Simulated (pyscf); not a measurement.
`[NH2][Si][NH2]` [singlet] + `[NH3]` + `[FH]` → `[NH2][SiH]([NH2])[NH2]` + `[FH]` (multi-bond step; singlet surface; H–N, F–H broken, N–Si, H–Si, F–H formed). Single points on ωB97X-D3(BJ)/def2-SVP structures (PySCF, gas phase). Energies in eV from the separated reactants.

| level | barrier | reaction energy |
|---|---|---|
| ωB97X-D3(BJ)/def2-TZVP | [?] | -2.08 |
| r²SCAN/def2-TZVP | -0.71 | -2.04 |
| B3LYP-D3(BJ)/def2-TZVP | [?] | [?] |
| M06-2X/def2-TZVP | -0.39 | -2.00 |
| ωB97M-D3(BJ)/def2-TZVP | -0.39 | -1.89 |
| HF/def2-TZVP | 0.42 | -2.00 |

### Question
What belongs in the gaps?

### Answer

- ωB97X-D3(BJ)/def2-TZVP, barrier: -0.56
- B3LYP-D3(BJ)/def2-TZVP, barrier: -0.51
- B3LYP-D3(BJ)/def2-TZVP, reaction energy: -1.87

On the reactant side the descent ends in an adduct with a N–Si contact, 0.88 eV under the separated species and 0.32 eV under the saddle at ωB97X-D3(BJ)/def2-TZVP. On the product side the descent ends in a bound adduct (not fully relaxed), 0.52 eV under the separated species and 2.03 eV under the saddle at ωB97X-D3(BJ)/def2-TZVP. At ωB97X-D3(BJ)/def2-TZVP, r²SCAN, B3LYP-D3(BJ), M06-2X, ωB97M-D3(BJ) the saddle lies under the separated reactants, which points to a path from their complex (located at ωB97X-D3(BJ) alone). What is counted as formed (N–Si) is already present as a longer contact in the reactant adduct; forming that adduct is a step of its own. This saddle turned up in a search for another step; its sides and bond changes are read from the two ends of the descent. One saddle was located; it need not be the lowest between these sides.
